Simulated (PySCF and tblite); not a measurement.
Values are calculated unless marked as measured or tabulated.
# Conformers and averaged properties: C5H10O, numbered as in [CH2:1]=[CH:2][CH2:3][O:4][CH2:5][CH3:6]

Free energies: r2SCAN-D3(BJ)/def2-TZVP (IEF-PCM, chloroform) on GFN2-xTB structures plus GFN2-xTB thermal terms, symmetry and mirror images included. Conformers within 3 kcal/mol (GFN2-xTB free energy) were kept, 10 at most. GIAO shieldings: KT3/pcSseg-1 (IEF-PCM, chloroform). Shifts are against TMS (¹H), TMS (¹³C) at the same level; of two unlike H on one atom, a is the less shielded. Run with PySCF (density fitting) and tblite.

Torsions listed: C1–C2–C3–O4, C2–C3–O4–C5, C3–O4–C5–C6. Of a mirror pair one member is shown.

| conformer | shape | symmetry | E(GFN2) kcal/mol | E(DFT) kcal/mol | G(298.15 K) kcal/mol | weight % | dipole D |
| --- | --- | --- | --- | --- | --- | --- | --- |
| 1 | -140°, -178°, -179° | C1 (pair) | 1.21 | 0.36 | 0.00 | 32.5 | 1.40 |
| 2 | -133°, 68°, 180° | C1 (pair) | 0.20 | 0.00 | 0.04 | 30.6 | 1.26 |
| 3 | -17°, -76°, 176° | C1 (pair) | 0.80 | 0.39 | 0.51 | 13.8 | 1.39 |
| 4 | 0°, -170°, -71° | C1 (pair) | 1.27 | 0.75 | 0.75 | 9.2 | 1.90 |
| 5 | -128°, -75°, -171° | C1 (pair) | 1.49 | 1.38 | 1.14 | 4.8 | 1.40 |
| 6 | 135°, -65°, -74° | C1 (pair) | 0.17 | 1.19 | 1.44 | 2.9 | 1.39 |
| 7 | -141°, -169°, -71° | C1 (pair) | 1.13 | 1.57 | 1.50 | 2.6 | 1.55 |
| 8 | 141°, -172°, -71° | C1 (pair) | 1.14 | 1.76 | 1.70 | 1.8 | 1.56 |
| 9 | -14°, -76°, -81° | C1 (pair) | 0.82 | 1.50 | 1.79 | 1.6 | 1.53 |
| 10 | -141°, 79°, -77° | C1 (pair) | 0.00 | 2.33 | 2.73 | 0.3 | 1.31 |

Weights (%) against temperature:

```
 T (K)     1     2     3     4    5    6    7    8    9   10  S(mix) cal/mol/K
   180  36.9  42.3  11.3   5.4  1.6  0.9  0.7  0.4  0.3  0.0              4.01
   230  35.2  36.3  12.9   7.4  3.0  1.8  1.5  0.9  0.8  0.1              4.40
298.15  32.5  30.6  13.8   9.2  4.8  2.9  2.6  1.8  1.6  0.3              4.79
   330  31.2  28.5  14.0   9.8  5.5  3.3  3.1  2.3  1.9  0.5              4.93
   400  28.8  25.0  14.1  10.6  6.7  4.1  4.0  3.1  2.7  0.8              5.16
```

Averaged shifts at 298.15 K. ¹H: 6.14 (H2, 1H), 5.40 (H1a, 1H), 5.28 (H1b, 1H), 4.39 (H3, 2H), 3.75 (H5, 2H), 1.26 (H6, 3H) ppm. ¹³C: 135.5 (C2), 110.4 (C1), 76.9 (C3), 70.2 (C5), 18.2 (C6) ppm.

Coordinates of conformer 1 (Å):

```xyz
16

C     3.146    0.057    0.518
C     2.017   -0.450    0.061
C     0.805    0.357   -0.281
O    -0.345   -0.338    0.141
C    -1.546    0.326   -0.174
C    -2.711   -0.505    0.339
H     3.267    1.114    0.688
H     4.000   -0.562    0.733
H     1.900   -1.512   -0.098
H     0.850    1.352    0.190
H     0.764    0.508   -1.377
H    -1.556    1.326    0.291
H    -1.623    0.463   -1.266
H    -3.651   -0.014    0.100
H    -2.693   -1.489   -0.120
H    -2.632   -0.625    1.416
```

Coordinates of conformer 2 (Å):

```xyz
16

C     2.604    0.697   -0.037
C     1.727    0.020    0.678
C     0.843   -1.065    0.132
O    -0.505   -0.933    0.521
C    -1.152    0.182   -0.056
C    -2.592    0.209    0.427
H     2.742    0.508   -1.090
H     3.232    1.457    0.397
H     1.591    0.219    1.733
H     0.924   -1.102   -0.966
H     1.159   -2.031    0.542
H    -0.634    1.111    0.229
H    -1.117    0.102   -1.155
H    -2.618    0.293    1.510
H    -3.116    1.054   -0.011
H    -3.095   -0.711    0.141
```

The minima are those of GFN2-xTB; planar forms about aryl–S or allylic bonds may be saddles in DFT. Shifts are unscaled: against experiment ¹³C can be off by 15 ppm or more and ¹H by 0.8 ppm. For its torsions the set is small; conformers may be missing.

Search and properties took 6.4 min on 1 thread of Intel Xeon Platinum 8488C, on a host shared with other jobs (rough), launched as `OMP_NUM_THREADS=1 python ens_run.py task.json out`.
